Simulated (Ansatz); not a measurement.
# BClSi: the cost of one run

Computed with Ansatz 0.2.0, Gaussian basis. Level: def2-TZVPP, core rule «outside noble gas», up to 11 orbitals frozen.

Plan: UHF; ROHF; CCSD(T) on UHF.

2 further runs of the same task are left out: 2 set aside as unsound or not needed.

### Step 1. What is computed

The geometry is a PBE0/def2-TZVP stationary point (not a proven minimum) of the parent state, kept for this charge and spin.

3 atoms, charge 1, spin multiplicity 2.

Atoms are counted from 1 here; the program's logs count them from 0.

Bond lengths: B1–Si2 1.913 Å, Si2–Cl3 2.063 Å. Angles: B1–Si2–Cl3 108.8°.

### Step 2. UHF

The input, in.yaml:

```yaml
crystal:
  periodic: [false, false, false]
  atoms:
    - {symbol: B, position_ang: [0.000000, -0.926286, 1.954475]}
    - {symbol: Si, position_ang: [0.000000, 0.557870, 0.746812]}
    - {symbol: Cl, position_ang: [0.000000, -0.159478, -1.187612]}
basis:
  gaussian: {orbitals: def2-TZVPP}
total_charge: 1
magnetization: {spin_polarized: true, initial_magnetization: 1}
hamiltonian: {xc: hf}
output: {orbitals: {seedname: orbitals}}
```

Command:

```sh
$ ansatz run in.yaml --threads 1 --pin off --events-out ev --progress --plain --max-ram 4096MiB --backend cpu
```

**Question.** How long does this run take on 1 thread of AMD EPYC 7R13, shared host, and how much memory does it need?

About 15 s, with a peak of 0.32 GiB.
